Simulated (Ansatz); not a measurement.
System: C2H3O2, charge -1, multiplicity 1. It need not be the lowest isomer of its formula. Whether it binds its extra electron was not tested at this geometry. 
Geometry from a B3LYP-D3(BJ)/def2-TZVP (Ansatz, an electronic-structure program) optimisation:
```xyz
7

C     -0.1570     0.1438    -0.0018
O      0.1631     1.3535     0.0337
O     -1.2984    -0.3710    -0.0367
C      1.0233    -0.8811     0.0026
H      1.9941    -0.3812    -0.0103
H      0.9522    -1.5122     0.8941
H      0.9389    -1.5426    -0.8650
```
Charge -1, spin multiplicity 1.

Parts of the frozen-core correlation energy in STO-3G (Ansatz, hartree). Frozen orbitals: 4; correlated occupied orbitals by spin: 12 and 12; virtual: 7 and 7. No spin-orbit coupling. No relativistic terms. The restricted reference is unstable.

```
term                            value
-------------------------  ----------
reference (HF)             -224.04497
MP2 opposite-spin            -0.15965
MP2 same-spin                -0.03933
CCSD correlation             -0.22836
(T)                          -0.01233
T1 diagnostic                   0.017
largest doubles amplitude       0.159
```
